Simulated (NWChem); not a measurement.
A series in which one site is exchanged, each optimised at PBE0/def2-SVP with NWChem, gas phase unless a solvent is named. Some are not confirmed as minima by frequencies. def2 effective core potentials on Y, Sb; no spin-orbit coupling.

A: [Cl][Ga]([Cl])[Cl] (GaCl$_{3}$; site = Ga)
B: [Cl][Al]([Cl])[Cl] (AlCl3; site = Al)
C: [Cl][Sb]([Cl])[Cl] (SbCl3; site = Sb)
D: [Cl][Y]([Cl])[Cl] (YCl3; site = Y)

| quantity | A | B | C | D |
|---|---|---|---|---|
| dipole (D), PBE0/def2-SVP | 0.00 | 0.01 | 2.92 | 0.01 |
| orbital gap (eV), PBE0/def2-SVP | 7.42 | [?] | 6.54 | 6.14 |
| vertical ionisation energy, ΔSCF, PBE/def2-SVP (eV) | 10.82 | [?] | 10.11 | 10.39 |
| vertical ionisation energy, ΔSCF, B3LYP/def2-SVP (eV) | 11.26 | [?] | 10.37 | 10.83 |

Question: Fill in the missing entries.

Answer: 
- orbital gap (eV), PBE0/def2-SVP, B: 8.08
- vertical ionisation energy, ΔSCF, PBE/def2-SVP (eV), B: 10.80
- vertical ionisation energy, ΔSCF, B3LYP/def2-SVP (eV), B: 11.21
